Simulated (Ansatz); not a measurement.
Results of G0W0@HSE06 (hard PAW, contour deformation; Ansatz, a program for electronic structure) for rock-salt SrO.

The cell has the measured lattice parameters. Conventional cell: a = 5.1600 Å, b = 5.1600 Å, c = 5.1600 Å, α = 90.00°, β = 90.00°, γ = 90.00°.

The quasiparticle gap at Γ at a fixed k mesh 4×4×4:

| response cutoff | value (eV) |
|---|---|
| 150 eV, 263 empty bands | 6.212 |
| 200 eV, 405 empty bands | 6.309 |
| 250 eV, 566 empty bands | 6.367 |
| 300 eV, 745 empty bands | 6.402 |

Taking the value to converge with the response cutoff E as E^(−3/2), extrapolate from the last two rows.

With y = y∞ + c/w and weights w = 3953 and 5196 for the last two rows, y∞ = (w2 y2 − w1 y1)/(w2 − w1) = (5196 × 6.402 − 3953 × 6.367)/1243 = 6.513 eV, which lies 0.111 beyond the last row. Successive pairs of rows give 6.489, 6.513, 6.513. The limit also hangs on the law assumed, so its last digits aren't firm.

The other settings are not extrapolated, so this is the limit in one setting alone.

The smallest gap on this mesh is 5.89 eV, away from Γ.

Spin–orbit coupling is not included.

Note: GW on a hybrid start was not checked against another program.
